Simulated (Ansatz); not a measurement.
## Worked example: correlation energy of Al$_{2}$⁺, doublet

Geometry: that of the Al2, singlet, kept fixed.

```tsv
atom	x (Å)	y (Å)	z (Å)
Al	0.0000	0.0000	0.0000
Al	0.0000	0.0000	3.0310
```

Basis cc-pVDZ; Ansatz 0.2.0. Correlated methods freeze the noble-gas cores, which leaves 5 electrons in 26 orbitals. R marks a restricted (for open shells ROHF) determinant, U an unrestricted one.

Full CI is exact within this basis and frozen core; it isn't the basis-set limit. The frozen core follows each run's orbitals, which can shift R against U totals by a few meV.

Runs differ by some tens of microhartree through their thresholds and, for an open shell, their frozen cores, so steps under 0.1 kcal/mol mean nothing.

| level | total energy (hartree) |
| --- | --- |
| UHF | -483.582985 |
| UMP2 | -483.642215 |
| UCCSD | -483.672136 |
| UCCSD(T) | -483.674041 |
| UCCSDT | -483.674800 |
| UCCSDT(Q) | -483.674870 |
| full CI | -483.674890 |

Q: What is the correlation energy at full CI, and what share of it do UMP2 and UCCSD(T) recover?

A: E(corr) = -483.674890 − (-483.582985) = -0.091905 hartree = -2.501 eV. UMP2: -0.059230 / -0.091905 = 64.45 %. UCCSD(T): -0.091056 / -0.091905 = 99.08 %.

Q: By how many kcal/mol does UCCSD(T) miss full CI (1 hartree = 627.509 kcal/mol), and which steps make up the rest?

A: -483.674041 − (-483.674890) = 0.000849 hartree = 0.53 kcal/mol. Steps: UCCSDT − UCCSD(T) = -0.48, UCCSDT(Q) − UCCSDT = -0.04, full CI − UCCSDT(Q) = -0.01 kcal/mol. That is within 1 kcal/mol of the reference in this basis, which itself misses far more of the correlation at the basis-set limit.
